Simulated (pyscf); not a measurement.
`[OH][SiH2][OH]` → `[O]=[SiH2]` + `[OH2]`, an elimination (singlet surface; H–O, O–Si broken, H–O formed). PySCF, gas phase, ωB97X-D3(BJ)/def2-SVP geometries. Correlated levels are frozen-core, on RHF or UHF. ΔMP2 is the change of the MP2 total energy from the triple- to the quadruple-zeta basis. Energies in kcal/mol from the reactant's lowest minimum found.

Small-basis levels: PySCF, no dispersion term, spherical d functions. AM1 to PM7: differences of heats of formation from MOPAC. GFN2-xTB: tblite. Cost: rough CPU time at the saddle relative to B3LYP/6-31G*, from one job on a shared machine.

| level | barrier | reaction energy | cost |
|---|---|---|---|
| SVWN5/6-31G* | 42.3 | +77.6 | 1 |
| B3LYP/STO-3G | 50.0 | +78.0 | 0.6 |
| B3LYP/LANL2DZ | 55.3 | +67.6 | 0.7 |
| B3LYP/6-31G* | 50.3 | +69.3 | 1 |
| M06-2X/6-31G* | 52.7 | +76.2 | 3 |
| B3LYP/def2-SVP | … | +71.2 | 1 |
| GFN2-xTB | … | +36.5 | under 0.02 |
| PM3 | 62.9 | +68.8 | under 0.02 |
| PM6 | 53.4 | +63.1 | under 0.02 |
| CCSD(T)/def2-TZVPP + ΔMP2(QZVPP) | … | +71.0 | – |

Question: Fill in the missing entries.

Answer: 
- B3LYP/def2-SVP, barrier: 50.6
- GFN2-xTB, barrier: 43.3
- CCSD(T)/def2-TZVPP + ΔMP2(QZVPP), barrier: 54.5

Against the last row the barrier runs from -12.1 (SVWN5/6-31G*) to +8.5 kcal/mol (PM3). CCSD(T)/def2-TZVPP + ΔMP2(QZVPP) has limits of its own. On the product side the descent ends in an adduct with a O–Si contact, 22.0 kcal/mol under the separated species and 2.1 kcal/mol under the saddle at ωB97X-D3(BJ)/def2-TZVP. At CCSD(T) the saddle lies under the separated products, which points to a path from their complex (located at ωB97X-D3(BJ) alone), and parting the products costs more than the saddle. What is counted as broken (O–Si) persists as a longer contact in the product adduct; parting that adduct is a step of its own. This is the saddle that the search found; another between the same sides may lie lower. The CCSD(T) − MP2 part came from Ansatz, without density fitting, on the same reference.
